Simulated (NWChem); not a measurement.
Molecule: C₂H₃F; SMILES C=CF

```xyz
6

C     -0.2367     1.1688     0.0000
C      0.4249     0.0197     0.0000
F     -0.1840    -1.1614     0.0000
H     -1.3284     1.1910     0.0000
H      0.3163     2.1084     0.0000
H      1.5158    -0.0751     0.0000
```
Atoms are numbered in this order, from 1.

Computed with NWChem. Pople sets run with spherical d functions. STO-3G and 3-21G are far too small for this property and stand as cheap habits. All runs use the structure optimised with PBE0/def2-SVP. Field at 589 nm.

```json
[
 {"level": "B3LYP/STO-3G", "isotropic polarisability (bohr³)": "___", "anisotropy (bohr³)": "___"},
 {"level": "B3LYP/6-31G*", "isotropic polarisability (bohr³)": "21.0", "anisotropy (bohr³)": "19.2"},
 {"level": "B3LYP/def2-SVP", "isotropic polarisability (bohr³)": "22.1", "anisotropy (bohr³)": "18.2"},
 {"level": "B3LYP/def2-SVPD", "isotropic polarisability (bohr³)": "28.3", "anisotropy (bohr³)": "14.0"},
 {"level": "B3LYP/aug-cc-pVDZ", "isotropic polarisability (bohr³)": "29.2", "anisotropy (bohr³)": "13.8"},
 {"level": "B3LYP/def2-TZVPD", "isotropic polarisability (bohr³)": "29.4", "anisotropy (bohr³)": "13.5"}
]
```

Q: Some entries are withheld; supply them.

A: 
- B3LYP/STO-3G, isotropic polarisability (bohr³): 11.6
- B3LYP/STO-3G, anisotropy (bohr³): 15.1
